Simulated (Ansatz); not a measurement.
# I (I, solid I2 (Cmce)): the cost of one run

Program: Ansatz 0.2.0. Level of theory: DFT r²SCAN, plane waves with PAW, scalar-relativistic. These are calculated values, not measurements.

1 further run of the same task is left out (set aside as unsound or not needed).

### Step 1. The system as given

It takes space group Cmce (No. 64, orthorhombic). The conventional cell has a = 7.740 Å, b = 4.625 Å, c = 9.889 Å, α = 90.00°, β = 90.00°, γ = 90.00°. I (site symmetry m) is surrounded by 1 I at 2.77 Å.

Coordinates:

```
I
1.0
     3.87006   -2.31260    0.00000
     3.87006    2.31260    0.00000
     0.00000    0.00000    9.88874
I
4
Direct
  0.84573 0.15427 0.12003
  0.65427 0.34573 0.62003
  0.15427 0.84573 0.87997
  0.34573 0.65427 0.37997
```

### Step 2. Width 0.01 eV

The run at 0.01 eV.

File input.yaml:

```yaml
crystal:
  lattice:
    - [3.8700618714, -2.3126027455, 0.0]
    - [3.8700618714, 2.3126027455, 0.0]
    - [0.0, 0.0, 9.8887364343]
  atoms:
    - { symbol: I, position: [0.8457316503, 0.1542683497, 0.1200270611] }
    - { symbol: I, position: [0.6542683497, 0.3457316503, 0.6200270611] }
    - { symbol: I, position: [0.1542683497, 0.8457316503, 0.8799729389] }
    - { symbol: I, position: [0.3457316503, 0.6542683497, 0.3799729389] }
hamiltonian:
  xc: r2scan
  pseudopotentials:
    kind: paw
    azcp:
      I: "pseudopotentials/I.paw.azcp"
basis:
  ecutwfc: 500
  fft_grid_basis: typed
kpoints:
  mp_grid: { grid: [8, 8, 4], shift: [0, 0, 0] }
magnetization:
  spin_polarized: false
scf:
  occupations: { method: gaussian, width: 0.01 }
  lower_state_search: "off"
output:
  stress: true
```

Launch:

```sh
$ ansatz run input.yaml --threads 2 --pin off --max-ram 5120MiB --backend cpu --events-out ev --progress --plain --runs-dir out
```

**Question.** How long does this run take on 2 threads of Intel Xeon Platinum 8375C at 2.90GHz (Ice Lake), shared host, and how much memory does it need?

About 16 s, with a peak of 1.1 GiB.
